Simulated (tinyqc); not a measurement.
Coupled-perturbed Hartree-Fock on RHF in the sto-3g basis, for NH3, spin multiplicity 1, step by step. One step of it, computed by the program tinyqc.

Problem. Response to a field: uncoupled start. Field along z; U_ai = -mu_ai / (e_a - e_i), alpha = -4 sum U_ai mu_ai.

orbital energies (hartree): MO1 -15.298001, MO2 -1.017980, MO3 -0.523752, MO4 -0.523533, MO5 -0.324049, MO6 0.499403, MO7 0.644518, MO8 0.644997

dipole integrals <a|z|i> (bohr):
```
           i1        i2         i3        i4         i5
a6  -0.031615  0.046804  -0.000667  0.000000  -0.010273
a7   0.000000  0.000000   0.000000  0.370079   0.000000
a8  -0.000061  0.000213   0.370158  0.000000   0.000024
```

Give: uncoupled U; uncoupled polarisability.

Solution.

uncoupled U:
```
        i1       i2       i3       i4      i5
a6  0.0020  -0.0308   0.0007   0.0000  0.0125
a7  0.0000   0.0000   0.0000  -0.3168  0.0000
a8  0.0000  -0.0001  -0.3167   0.0000  0.0000
```

uncoupled polarisability = 0.9445 bohr^3
